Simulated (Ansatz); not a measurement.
## How the smallest direct gap on the k points sampled of GaS (P6₃/mmc, No. 194) moves with the method

No measured value is used here.

```json
[
 {"level (code)": "LDA (Ansatz)", "value (eV)": "1.40"},
 {"level (code)": "PBE+SOC (Ansatz)", "value (eV)": "1.64"},
 {"level (code)": "PBEsol (Ansatz)", "value (eV)": "1.54"},
 {"level (code)": "B3LYP (VWN-RPA form) (Ansatz)", "value (eV)": "2.88"},
 {"level (code)": "HSE06 (Ansatz)", "value (eV)": "?"},
 {"level (code)": "PBE0 (Ansatz)", "value (eV)": "?"}
]
```

What belongs in the gaps?


- HSE06 (Ansatz, a quantum-chemistry and plane-wave program), value (eV): 2.63
- PBE0 (Ansatz), value (eV): 3.29

Computed values are for a static lattice. Spin–orbit coupling is included only where a level's name says +SOC; with heavier elements it mostly lowers gaps and can invert bands.  Values are at the measured cell. Cutoffs and k meshes differ between the levels. Ansatz's density-functional and Hartree–Fock values are scalar-relativistic unless marked +SOC, with PAW data made under PBE.
